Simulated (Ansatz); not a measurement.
**C2H3Na: one structure at several levels**

An exercise on one series of results from a longer session: the logs are not shown, and one member is left open.

Method: single points in def2-TZVPP; program: Ansatz 0.2.0, Gaussian basis.

Correlated methods freeze the cores. The outer core shell of Li, Na, Mg and K is correlated. B3LYP uses VWN-RPA correlation.

## The starting structure

SMILES `C=[CH][Na]`, 6 atoms, charge 0, spin multiplicity 1.

Atoms are counted from 1 here; the program's logs count them from 0.

Bond lengths: C1–C2 1.345 Å, C1–H4 0.954 Å, C1–H5 1.138 Å, C2–Na3 2.264 Å, C2–H6 1.228 Å. Angles: C2–C1–H4 127.9°, C2–C1–H5 114.1°, H4–C1–H5 115.6°, C1–C2–Na3 112.9°, C1–C2–H6 117.3°, Na3–C2–H6 129.8°.

Coordinates:

```
C    -0.6138   -0.0047   -0.3746
C     0.4636    0.1776    0.4099
Na    1.8401   -1.6200    0.4494
H    -0.7802   -0.7192   -0.9848
H    -1.2363    0.9339   -0.5343
H     0.5614    1.2545    0.9914
```

Set-up of the first run:

run/in.yaml

```yaml
crystal:
  periodic: [false, false, false]
  atoms:
    - {symbol: C, position_ang: [-0.613800, -0.004700, -0.374600]}
    - {symbol: C, position_ang: [0.463600, 0.177600, 0.409900]}
    - {symbol: Na, position_ang: [1.840100, -1.620000, 0.449400]}
    - {symbol: H, position_ang: [-0.780200, -0.719200, -0.984800]}
    - {symbol: H, position_ang: [-1.236300, 0.933900, -0.534300]}
    - {symbol: H, position_ang: [0.561400, 1.254500, 0.991400]}
basis:
  gaussian: {orbitals: def2-TZVPP}
correlation: {method: ccsd_t}
output: {forces: true}
```

The command line of these runs was not kept.

Among the steps run: CCSD(T)/def2-TZVPP; PBE0-D4/def2-TZVPP; wB97M-V/def2-TZVPP; r2SCAN-D4/def2-TZVPP; PBE-D4/def2-TZVPP; B3LYP-D4/def2-TZVPP; B97M-V/def2-TZVPP.

One table of the session follows, with a row left open; its other results are not shown here.

```
   method  RMS force component (eV/Å)  angle to CCSD(T) forces (°)  dipole (D)
  CCSD(T)                       2.736                    reference        6.73
  PBE0-D4                           ?                            ?           ?
  wB97M-V                       2.752                          5.7        6.73
r2SCAN-D4                       2.743                          5.1        6.48
   PBE-D4                       2.718                          5.4        5.69
 B3LYP-D4                       2.715                          6.0        6.17
   B97M-V                       2.718                          6.7        6.25
```

Q: Estimate the row for PBE0-D4 from the others.

**Answer.** RMS force component (eV/Å): 2.776; angle to CCSD(T) forces (°): 6.1; dipole (D): 6.43. In the column «RMS force component (eV/Å)» it is the highest.
